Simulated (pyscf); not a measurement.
**Routes from H₃C–CH₂–C≡N**

Candidate steps break at most two bonds and form at most two. Each was searched with GFN2-xTB (tblite) first. Structures and frequencies: ωB97X-D3(BJ)/def2-SVP in PySCF. Energies: ωB97M-D3(BJ)/def2-TZVP, kcal/mol, from the reactant's lowest minimum found, singlet surface; ΔG‡ with ideal gas, 1 atm, RRHO with modes under 100 cm⁻¹ raised to 100, one conformer, R ln 2 for chiral ones without a mode under 150 cm⁻¹.

```
products                type    ΔE‡     ΔE  ΔG‡ 298 K  ΔG‡ 900 K  ν‡ (cm⁻¹)
---------------  -----------  -----  -----  ---------  ---------  ---------
HC≡N + H₂C=CH₂   elimination  121.8  +35.0      117.4      117.9       877i
H₂C=CH–C≡N + H₂  elimination  126.9  +40.0      120.6      119.9      1905i
```

Under all of these lies the exit to CH₃• + •H₂C–C≡N (no saddle counted: cutting one bond costs +90.4 kcal/mol at ωB97M-D3(BJ)/def2-TZVP). Plain bond fissions and candidates not yet searched are not listed, and one of them may be faster. Each barrier is that of the saddle found; lower ones may exist. One closed-shell reference is unstable to symmetry breaking; treat the single-reference values with care.
